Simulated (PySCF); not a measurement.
Input for PySCF: R-B3LYP/6-31G* on C2H10N2 (a complex).

```python
from pyscf import gto, scf, dft, mp
from pyscf.data.elements import chemcore

mol = gto.M(
    atom='''
    N    -1.44910786    0.21892526   -0.63289417
    H    -0.62051286   -0.36592774   -0.68323617
    H    -2.11093586   -0.17073374   -1.29113017
    C    -2.00912586    0.13940826    0.71448483
    H    -2.90320486    0.75725426    0.77570483
    H    -2.27321286   -0.86783474    1.05198983
    H    -1.29074286    0.54668426    1.42362483
    N     1.62014314   -0.71241674   -0.47750517
    H     1.91641214   -0.43787874   -1.40549117
    H     2.24369314   -1.46010674   -0.20231017
    C     1.78037314    0.42279426    0.43616983
    H     1.51018314    0.10809826    1.44182283
    H     2.78778314    0.84457026    0.47314183
    H     1.08783314    1.20856926    0.14351283
    ''',
    basis='6-31g*',
    cart=True,
    charge=0, spin=0, verbose=3, max_memory=1800)
mf = dft.RKS(mol, xc='b3lyp')
mf.conv_tol = 1e-8
mf.max_cycle = 100
mf.kernel()
if not mf.converged:
    mf = mf.newton().run(mf.mo_coeff, mf.mo_occ)
```

Output:

```
converged SCF energy = -191.712605732676
```

The calculation finished and met its thresholds.

Cost: around 9 core-seconds (rough).
